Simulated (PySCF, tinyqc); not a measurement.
LCCD on RHF in the sto-3g basis, frozen core, for HF, spin multiplicity 1, step by step. The lowest restricted solution is unstable here: a spin-polarised one lies 0.0332 hartree lower (PySCF). One step of it, computed by the program tinyqc.

Question. LCCD: starting amplitudes. t_ij^ab = <ij||ab> / (e_i + e_j - e_a - e_b), whose energy is MP2.

orbital energies (hartree): MO1 -25.933205, MO2 -1.404188, MO3 -0.465324, MO4 -0.465324, MO5 -0.433892, MO6 0.268380

Two-electron integrals over orbitals (pq|rs), unique and non-zero (hartree); the lowest 1 orbital is frozen and left out:
```
(22|22) 0.881573    (32|32) 0.191720    (33|22) 0.900690    (33|33) 0.997514
(42|42) 0.191720    (43|43) 0.053770    (44|22) 0.900690    (44|33) 0.889973
(44|44) 0.997514    (52|22) -0.044396   (52|33) -0.055418   (52|44) -0.055418
(52|52) 0.123512    (53|32) -0.021452   (53|53) 0.031972    (54|42) -0.021452
(54|54) 0.031972    (55|22) 0.663192    (55|33) 0.649072    (55|44) 0.649072
(55|52) -0.006625   (55|55) 0.644453    (62|22) -0.065862   (62|33) -0.066152
(62|44) -0.066152   (62|52) -0.085252   (62|55) -0.019155   (62|62) 0.091316
(63|32) -0.022139   (63|53) -0.024210   (63|63) 0.028110    (64|42) -0.022139
(64|54) -0.024210   (64|64) 0.028110    (65|22) -0.263577   (65|33) -0.265983
(65|44) -0.265983   (65|52) 0.067545    (65|55) -0.084283   (65|62) 0.027185
(65|65) 0.253377    (66|22) 0.621144    (66|33) 0.608068    (66|44) 0.608068
(66|52) 0.036022    (66|55) 0.630662    (66|62) -0.045783   (66|65) -0.030405
(66|66) 0.651717
```

Give: Starting amplitudes; correlation energy.

Answer.

Starting amplitudes (spin orbitals 1a, 1b, ...; amplitudes related by a flip of all spins are not repeated):
```
from      to        t
5a 5b  6a 6b  -0.1804
2a 2b  6a 6b  -0.0273
4a 4b  6a 6b  -0.0192
3a 3b  6a 6b  -0.0192
2a 5b  6a 6b  -0.0114
```

correlation energy = -0.049901 hartree
